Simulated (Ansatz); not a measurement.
# CH₄⁺, doublet: vertical spin and charge gaps

Geometry (PBE0/def2-TZVP stationary point for this spin, not checked as a minimum):

```xyz
5

C     0.0000    0.0000    0.0000
H     0.3646    0.7500    0.7480
H    -0.3742   -0.7450    0.7482
H    -0.3622    0.7462   -0.7529
H     0.3718   -0.7512   -0.7433
```

Basis 6-31G; Ansatz 0.2.0. Correlated methods freeze the noble-gas cores. Prefix R: restricted or restricted open-shell reference; prefix U: unrestricted. Active spaces: valence = (7e, 8o) chosen from the atoms' valence shells.

Gaps are energies of the second state less the first, at fixed atoms, for a selection of the levels run; each method lands on the state that its own search finds for that charge and spin.

For open shells CISD and CISDTQ are restricted-active-space CI with the open shells as a complete middle space.

Quartet less doublet: 11.313 eV at full CI (doublet A1, quartet B1, in C2v).

```json
{"level": "RHF", "gap (eV)": "10.801", "error (meV)": "-512"}
{"level": "UHF", "gap (eV)": "10.779", "error (meV)": "-534"}
{"level": "RMP2", "gap (eV)": "11.330", "error (meV)": "17"}
{"level": "UMP2", "gap (eV)": "11.323", "error (meV)": "10"}
{"level": "CISD", "gap (eV)": "11.259", "error (meV)": "-54"}
{"level": "RCCSD", "gap (eV)": "11.304", "error (meV)": "-9"}
{"level": "UCCSD", "gap (eV)": "11.304", "error (meV)": "-9"}
{"level": "RCCSD(T)", "gap (eV)": "11.313", "error (meV)": "0"}
{"level": "UCCSD(T)", "gap (eV)": "11.313", "error (meV)": "0"}
{"level": "BCCD(T)", "gap (eV)": "11.313", "error (meV)": "0"}
{"level": "RCCSDT", "gap (eV)": "11.312", "error (meV)": "-1"}
{"level": "UCCSDT", "gap (eV)": "11.311", "error (meV)": "-2"}
{"level": "CISDTQ", "gap (eV)": "11.311", "error (meV)": "-2"}
{"level": "RCCSDT(Q)", "gap (eV)": "11.313", "error (meV)": "0"}
{"level": "UCCSDT(Q)", "gap (eV)": "11.312", "error (meV)": "-1"}
{"level": "RCCSDTQ", "gap (eV)": "11.312", "error (meV)": "-1"}
{"level": "UCCSDTQ", "gap (eV)": "11.312", "error (meV)": "-1"}
{"level": "CASSCF (valence space)", "gap (eV)": "11.424", "error (meV)": "111"}
{"level": "NEVPT2 (valence space)", "gap (eV)": "11.331", "error (meV)": "18"}
{"level": "MRCISD (valence space)", "gap (eV)": "11.319", "error (meV)": "6"}
{"level": "MRCISD+Q (valence space)", "gap (eV)": "11.316", "error (meV)": "3"}
{"level": "PBE", "gap (eV)": "11.337", "error (meV)": "24"}
{"level": "r2SCAN", "gap (eV)": "11.347", "error (meV)": "34"}
{"level": "PBE0", "gap (eV)": "11.399", "error (meV)": "86"}
{"level": "B3LYP", "gap (eV)": "11.445", "error (meV)": "132"}
{"level": "wB97M-V", "gap (eV)": "11.596", "error (meV)": "283"}
{"level": "B2PLYP", "gap (eV)": "11.447", "error (meV)": "134"}
{"level": "RPA-PBE", "gap (eV)": "11.347", "error (meV)": "34"}
```

In so small a basis the reference is far from its limit while semilocal and hybrid functionals are nearer theirs (RPA and double hybrids share part of the reference's basis error), so the functionals' errors here hold much of the reference's basis and frozen-core error, which can add to them or hide them. The set has no polarisation functions, which weighs most on the reference.

Full CI is exact within this basis and frozen core; it isn't the basis-set limit. The frozen core follows each run's orbitals, which can shift R against U totals by a few meV.
